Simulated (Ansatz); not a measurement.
Formation enthalpy of some tetrahedrally bonded semiconductors and semimetals

Method: PBE0-D3(BJ) (plane waves, PAW; Ansatz, an electronic-structure program). References are measured values at room or unstated temperature, uncorrected unless marked, so that the deviations hold thermal and zero-point effects besides the level's error.

Values in eV/atom.

| solid | reference | PBE0-D3(BJ) | deviation (eV/atom) |
|---|---|---|---|
| zinc-blende InAs | -0.31 | -0.318 | -0.008 |
| wurtzite CdSe | -0.75 | -0.708 | +0.042 |
| zinc-blende AlAs | -0.61 | -0.578 | +0.032 |
| zinc-blende InSb | -0.16 | -0.165 | -0.005 |
| wurtzite AgI | -0.321 | -0.296 | +0.025 |
| zinc-blende CuI | -0.352 | -0.291 | +0.061 |

Over these 6 solids the mean deviation is +0.025 eV/atom, the mean absolute deviation 0.029 eV/atom (median 0.029 eV/atom), and the worst case zinc-blende CuI at +0.061 eV/atom; the value is above the reference in 4 of 6 cases.

Spin–orbit coupling is left out, also for the solids with elements from indium on (zinc-blende InAs, zinc-blende InSb, wurtzite AgI, zinc-blende CuI); its size isn't shown.

Formation is from the elements' reference phases, gases as molecules.

Differences are worked out from the printed values.

Each level is taken at its own relaxed cell. Ansatz's density-functional and Hartree–Fock values are scalar-relativistic unless marked +SOC, with PAW data made under PBE.

Ansatz's runs of these crystals have no spin polarisation.

Not in this set, of the tetrahedrally bonded semiconductors and semimetals with a reference value in our tables and a result at some level: 12 for no value at PBE0-D3(BJ) (not run, a failed fit, an unstable or unbound cell, or a value held back for tests); 4 for sources at odds; 3 for a reference of another kind, counted apart. These can be a level's best or worst cases. At least 3 more with a reference value are held back for tests. Solids without a released value at any level aren't counted. Sums of energies from LAMMPS, tight-binding programs and other DFT programs aren't taken. Layered and molecular crystals are counted apart. The metals Ce to Yb are counted apart.

References as tabulated in Zhang et al. (2018), doi:10.1038/s41524-018-0065-z; Wang et al. (2021), doi:10.1038/s41598-021-94550-5.
